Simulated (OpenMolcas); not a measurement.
# UB3LYP/cc-pV5Z run of PH (SMILES [PH])

Aim: the vertical ionisation energy of PH at UB3LYP/cc-pV5Z, from 2 runs. 

The results are computed with OpenMolcas 26.06.

## (1) The structure to begin with

PH has 2 atoms, charge 0, and is taken as a triplet. SMILES: `[PH]`. The shape is that of a GFN2-xTB optimisation.

Bond lengths: P1–H2 1.399 Å.

## (2) The energy at UB3LYP/cc-pV5Z

geom.xyz

```xyz
2

P      0.000000     0.000000     0.000000
H      0.000000     0.000000     1.399070
```

job.input

```
&gateway
 baslib
 $CurrDir
 coord
 geom.xyz
 basis
 cc-pV5Z
 group
 NoSym

&seward

&scf
 uhf
 spin
 3
 ksdft
 B3LYP
 prorbitals
 1 1
```

The basis set cc-pV5Z is read from a file made from the Basis Set Exchange's data (not shown).

Run with:

```
export MOLCAS_MEM=1860
pymolcas job.input > job.log
```

The program printed:

```text
--- Start Module: gateway ---
[...]
--- Stop Module: gateway /rc=_RC_ALL_IS_WELL_ ---
--- Start Module: seward ---
[...]
      Basis functions          150
[...]
--- Stop Module: seward /rc=_RC_ALL_IS_WELL_ ---
[...]
--- Start Module: scf ---
[...]
       Convergence after  13 Iterations
[...]
::    Total KS-DFT energy                            -341.9168461089
[...]
      Total spin, S                                     1.0021203176
[...]
      Total electronic charge=   16.000000
      Total            charge=   -0.000000
[...]
      Dipole Moment (debye):
      Origin of the operator (angstrom)=    0.0000    0.0000    0.0441
                   X= -3.0938E-15               Y=  3.8377E-16               Z=  4.5753E-01           Total=  4.5753E-01
      Quadrupole Moment (debye*angstrom):
[...]
--- Stop Module: scf /rc=_RC_ALL_IS_WELL_ ---
[...]
```

Wall time 30 s (1 thread of Arm Neoverse V1, shared host); peak memory 0.99 GiB.

## (3) The doublet cation at the same level

geom.xyz is that of step 2.

job.inp

```
&GATEWAY
BasLib=$CurrDir
Coord=geom.xyz
Basis=cc-pV5Z
Group=NoSym
&SEWARD
&SCF
UHF
Charge=1
Spin=2
KSDFT=B3LYP
PrOrbitals=1 1
```

The basis set cc-pV5Z is read from a file made from the Basis Set Exchange's data (not shown).

Run with:

```
export MOLCAS_MEM=1860
pymolcas job.inp > job.log
```

The program printed:

```text
--- Start Module: gateway ---
[...]
--- Stop Module: gateway /rc=_RC_ALL_IS_WELL_ ---
--- Start Module: seward ---
[...]
      Basis functions          150
[...]
--- Stop Module: seward /rc=_RC_ALL_IS_WELL_ ---
[...]
--- Start Module: scf ---
[...]
       Convergence after  20 Iterations
[...]
::    Total KS-DFT energy                            -341.5432115722
[...]
      Total spin, S                                     0.5022993362
[...]
      Total electronic charge=   15.000000
      Total            charge=    1.000000
[...]
      Dipole Moment (debye):
      Origin of the operator (angstrom)=    0.0000    0.0000    0.0441
                   X= -2.6076E-14               Y=  3.9379E-14               Z=  8.3791E-01           Total=  8.3791E-01
      Center of Charge (angstrom)
[...]
--- Stop Module: scf /rc=_RC_ALL_IS_WELL_ ---
[...]
```

It took 41 s on 1 thread of Arm Neoverse V1, shared host; peak memory 0.99 GiB.

## (4) Summary of results

At UB3LYP/cc-pV5Z:

| quantity | value |
| --- | --- |
| triplet PH: total energy | -341.91685 Eh |
| triplet PH: dipole moment | 0.46 D |
| triplet PH: HOMO energy (highest over α and β) | -7.01 eV |
| triplet PH: LUMO energy (lowest over α and β) | -3.37 eV |
| triplet PH: ⟨S²⟩ | 2.006 |
| doublet cation: total energy | -341.54321 Eh |
| doublet cation: HOMO energy (highest over α and β) | -15.59 eV |
| doublet cation: LUMO energy (lowest over α and β) | -13.32 eV |
| doublet cation: ⟨S²⟩ | 0.755 |
| vertical ionisation energy (to the doublet cation) | 10.167 eV |

In words: Removing an electron at fixed nuclei costs 10.17 eV (234 kcal/mol).
